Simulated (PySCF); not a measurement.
Method: TPSSh-D3(BJ)/def2-TZVP // PBE-D3(BJ)/def2-SVP in PySCF. All species are isolated molecules in the gas phase. 

Reference species (SMILES): `[OH]` (neutral, multiplicity 2).

dipole moment: 1.75 D

Changed species: `[NH2]` (free radical NH2; the reference has free radical OH).

Give the shifts of the dipole moment.

the dipole moment increases by 0.18 D, to 1.93 D.
